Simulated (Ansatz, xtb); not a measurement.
# Two isomers of C2H5NS

Structure a is `C=C(N)S`, a singlet and structure b is `N/C=C/S`, a singlet. Both are isolated molecules in the gas phase, relaxed with B3LYP/def2-SVP; the shapes shown needn't be the lowest conformers.

a (Å):

```xyz
9

C    -1.6228    0.2110    0.2893
C    -0.9171   -0.6226    1.0770
N    -0.8981   -2.0080    0.9766
S     0.0371   -0.0843    2.5006
H    -1.7269    1.2700    0.5238
H    -2.1367   -0.1715   -0.5971
H    -1.4158   -2.3875    0.1896
H     0.0120   -2.4436    1.0994
H     0.3310    1.1436    2.0206
```

b (Å):

```xyz
9

C    -0.8266   -0.1879    0.7718
C    -1.0444   -1.4259    1.2510
N    -1.0519    0.2406   -0.5374
S    -0.6239   -2.0536    2.8595
H    -1.6294   -0.3800   -1.0985
H    -1.3691    1.2027   -0.6171
H    -0.3659    0.5750    1.4107
H    -1.5107   -2.1947    0.6254
H     0.0433   -0.9628    3.3027
```

Quicker runs give these differences E(b) − E(a): GFN2-xTB +0.4 kcal/mol; HF/STO-3G +0.6 kcal/mol (at GFN2-xTB geometries); r2SCAN-D4/def2-SVP +2.2 kcal/mol (at GFN2-xTB geometries).

**Question.** Estimate E(b) − E(a) at the level CCSD(T)/def2-TZVP.

**Answer.** Calculated at CCSD(T)/def2-TZVP: E(b) − E(a) = +3.0 kcal/mol, so structure a lies lower.

The same difference at several levels:

```json
{"level": "GFN2-xTB", "geometry": "GFN2-xTB", "E(b) − E(a) (kcal/mol)": "+0.4", "departure from the last row (kcal/mol)": "−2.6", "job, with rough time for the two": "optimisation, 0.11 s"}
{"level": "HF/STO-3G", "geometry": "GFN2-xTB", "E(b) − E(a) (kcal/mol)": "+0.6", "departure from the last row (kcal/mol)": "−2.4", "job, with rough time for the two": "single point, 0.24 s"}
{"level": "r2SCAN-D4/def2-SVP", "geometry": "GFN2-xTB", "E(b) − E(a) (kcal/mol)": "+2.2", "departure from the last row (kcal/mol)": "−0.8", "job, with rough time for the two": "single point, 3.4 s"}
{"level": "B3LYP/def2-SVP", "geometry": "B3LYP/def2-SVP", "E(b) − E(a) (kcal/mol)": "+2.1", "departure from the last row (kcal/mol)": "−0.9", "job, with rough time for the two": "optimisation, 29 s"}
{"level": "HF/def2-TZVP", "geometry": "B3LYP/def2-SVP", "E(b) − E(a) (kcal/mol)": "+2.3", "departure from the last row (kcal/mol)": "−0.6", "job, with rough time for the two": "part of the CCSD(T) run"}
{"level": "MP2/def2-TZVP", "geometry": "B3LYP/def2-SVP", "E(b) − E(a) (kcal/mol)": "+3.6", "departure from the last row (kcal/mol)": "+0.6", "job, with rough time for the two": "part of the CCSD(T) run"}
{"level": "CCSD(T)/def2-TZVP", "geometry": "B3LYP/def2-SVP", "E(b) − E(a) (kcal/mol)": "+3.0", "departure from the last row (kcal/mol)": "", "job, with rough time for the two": "single point, 75 s"}
```

As drawn, both hold the same kinds of bond in the same numbers.

GFN2-xTB finds them nearly level. The largest departure from CCSD(T)/def2-TZVP is that of GFN2-xTB, 2.6 kcal/mol.

With harmonic frequencies from B3LYP/def2-SVP (ideal gas, rigid rotor, one conformer each, 298.15 K, 1 atm): the zero-point term adds 0.0 kcal/mol; ΔH is +3.2 and ΔG +2.4 kcal/mol.

The correlated steps freeze 8 core orbitals. Run with Ansatz 0.2.0, xtb 6.7.1; the last row on 2 threads of Arm Neoverse V1 on a shared host.
